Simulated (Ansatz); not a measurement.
`CCC` and `C[CH2][AlH2]` differ in one atom or group.

Ansatz, PBE0-D4/def2-TZVP geometries, multiplicity 1. 

```tsv
property	`CCC`
ideal-gas entropy at 298 K and 1 bar (rigid rotor, harmonic PBE0-D4/def2-TZVP) / J/(mol·K)	268
HOMO energy (B3LYP/def2-TZVPP) / eV	-8.95
LUMO energy (B3LYP/def2-TZVPP) / eV	0.96
LUMO energy (PBE/def2-TZVPP) / eV	0.53
LUMO energy (ωB97M-V/def2-TZVPP) / eV	2.72
HOMO energy (PBE0/def2-TZVPP) / eV	-9.11
```

Question: What does the change do to each property? (An estimate is asked.)

Answer: Ansatz gave: 
| property | `C[CH2][AlH2]` | shift |
| --- | --- | --- |
| ideal-gas entropy at 298 K and 1 bar (rigid rotor, harmonic PBE0-D4/def2-TZVP) / J/(mol·K) | 308 | 40 |
| HOMO energy (B3LYP/def2-TZVPP) / eV | -7.34 | 1.61 |
| LUMO energy (B3LYP/def2-TZVPP) / eV | -1.53 | -2.49 |
| LUMO energy (PBE/def2-TZVPP) / eV | -2.08 | -2.61 |
| LUMO energy (ωB97M-V/def2-TZVPP) / eV | 0.26 | -2.46 |
| HOMO energy (PBE0/def2-TZVPP) / eV | -7.54 | 1.57 |

With PBE0 the HOMO rises by 1.57 eV and the LUMO falls by 2.61 eV, so the gap narrows by about 4.18 eV. PBE moves the HOMO by 1.40 eV and ωB97M-V by 1.70 eV. The zero-point energy changes by -69.5 kJ/mol with -3 modes.

B3LYP here is the variant with VWN-RPA as its local correlation; programs differ in this.
